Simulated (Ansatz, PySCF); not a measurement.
Species: CH5Si, net charge 0, doublet state. It need not be the lowest isomer of its formula. SMILES: [CH2][SiH3]
Geometry: optimised at B3LYP-D3(BJ)/def2-TZVP (Ansatz, a program for electronic structure).

Quantity: atomisation energy (electronic, to ground-state atoms), in kcal/mol. Valence correlation only, unless marked. Open shells are spin-unrestricted. No spin-orbit coupling. Non-relativistic. FCI takes restricted orbitals. The coupled-cluster limit lacks core correlation, which all-electron functionals hold. Basis-set limits of correlation are two-point, X^-3; Hartree-Fock from the larger set. The bracket is a focal-point correction in the basis named.

| level | program | atomisation energy (kcal/mol) |
|---|---|---|
| revPBE-D4/def2-TZVPD | Ansatz + dftd4 | 511.5 |
| BP86-D3(BJ)/def2-TZVPD | PySCF + dftd3 | 532.5 |
| BP86-D4/def2-TZVPD | PySCF + dftd4 | 531.5 |
| PBE0/STO-3G | Ansatz | 670.1 |
| PW6B95/def2-TZVPD | PySCF | ? |
| MN15/def2-TZVPD | PySCF | ? |
| HSE06/def2-TZVPD | Ansatz | ? |
| LC-wPBE-D4/def2-TZVPD | Ansatz + dftd4 | ? |
| wB97M-V/def2-TZVPD | Ansatz | 520.0 |
| B2PLYP/def2-TZVPD | Ansatz | 512.9 |
| SCS-MP2/def2-SVPD | Ansatz | 494.3 |
| CCSD/def2-TZVPPD | Ansatz | 506.5 |
| FCI/STO-3G | Ansatz | 593.3 |
| RI-MP2/CBS(def2-TZVPPD,def2-QZVPPD)+[CCSD(T)-MP2]/def2-TZVPPD | Ansatz | 520.2 |

### Question
Complete the blanks.

### Answer

- PW6B95/def2-TZVPD, atomisation energy (kcal/mol): 518.5
- MN15/def2-TZVPD, atomisation energy (kcal/mol): 521.7
- HSE06/def2-TZVPD, atomisation energy (kcal/mol): 516.1
- LC-wPBE-D4/def2-TZVPD, atomisation energy (kcal/mol): 519.1
